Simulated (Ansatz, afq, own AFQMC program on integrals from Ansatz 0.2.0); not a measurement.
AFQMC on a folder of integrals that Ansatz 0.2.0 wrote.

```yaml
crystal:
  periodic: [false, false, false]
  atoms:
    - {symbol: Se, position_ang: [0.000000, 0.000000, 0.000000]}
    - {symbol: Be, position_ang: [0.000000, 0.000000, 5.180000]}
basis:
  gaussian: {orbitals: aug-cc-pVDZ}
total_charge: -1
magnetization: {spin_polarized: true, initial_magnetization: 1}
correlation: {method: ccsd_t, electrons: outside_noble_gas, hamiltonian_folder: ham}
```

```sh
$ ansatz run in.yaml --threads 1 --pin off --events-out ev --progress --plain --max-ram 1843MiB
```

afq runs on the folder ham with

```
--method phaseless --trial cisd --walkers 60 --populations 1 --least-time 40 --time-step 0.005 --steps-per-block 50 --equilibration-blocks 40 --max-blocks 300 --target-error 0.00072 --factor-cut 1e-05 --start spin_pure --seed 4906 --release-times 0.24,0.51,0.99,1.62,2.4 --release-step 0.03 --release-every 4 --taylor-order 6
```

Times are imaginary, in 1/Eh. The walk had a cap of 1781 s. Filled inner d shells are frozen with the cores.

afq prints:

```
orbitals 44  electrons 5 4  factors 283 of 619
reference energy -2414.41187473 Eh
CCSD correlation -0.16365640 Eh in 16 cycles, weight of the determinant in the CISD state 0.8368
energy of the start -2414.574313 Eh
 block  time / (1/Eh)  mean weight  energy / Eh
     1     0.250  1.0002  -2414.572191
     2     0.500  1.0011  -2414.572982
     3     0.750  0.9998  -2414.573196
     4     1.000  0.9988  -2414.574586
     5     1.250  1.0002  -2414.574406
     8     2.000  1.0002  -2414.575610
    11     2.750  1.0008  -2414.577252
    26     6.500  1.0001  -2414.583001
    41    10.250  0.9992  -2414.575833
    56    14.000  1.0003  -2414.575818
    71    17.750  1.0009  -2414.577434
    86    21.500  0.9999  -2414.576013
    91    22.750  0.9987  -2414.585768
   101    25.250  1.0006  -2414.576470
   116    29.000  0.9997  -2414.576653
   131    32.750  1.0012  -2414.577675
   146    36.500  0.9982  -2414.575771
   151    37.750  0.9995  -2414.573715
   161    40.250  1.0005  -2414.581889
   176    44.000  0.9994  -2414.579413
   191    47.750  1.0002  -2414.578729
   196    49.000  0.9993  -2414.579581
blocks merged  error / Eh  count
     1  0.000239  160
     2  0.000286  80
     4  0.000288  40
     8  0.000298  20
    16  0.000254  10
released: time / (1/Eh)  energy / Eh  error  mean overlap
  0.24  -2414.578873  0.000579  0.9929
  0.51  -2414.578685  0.000652  0.9946
  0.99  -2414.579792  0.000665  1.0008
  1.62  -2414.579344  0.000625  1.0417
  2.40  -2414.580140  0.000757  1.0174
energy -2414.578019 +/- 0.000298 Eh
(rows thinned)
```

The run passed its tests (sampling time, drift between the halves within three errors, error under three times the target), which doesn't prove that it has relaxed.

Against this walk (error 8.1 meV) on the same determinant: CCSD(T) 24.0 meV lower. The error is statistical and leaves out the bias of the constraint. None of these is a sure reference here. The released energies are too noisy to show the bias of the constraint.

Cautions: constraint bias not in the error; no relativity below Rb; no spin-orbit coupling; inner d shell frozen; an unrestricted solution with more broken spin lies lower (11 meV, ⟨S²⟩ 0.91).

The walk took 5.4 min on 1 thread of Arm Neoverse V1, on a shared host. The log's last line is the phaseless energy.

A walk keeps the symmetry of its determinant, which the program's search chose and which needn't be the lowest solution, so a lower state of the same spin and another symmetry isn't excluded.
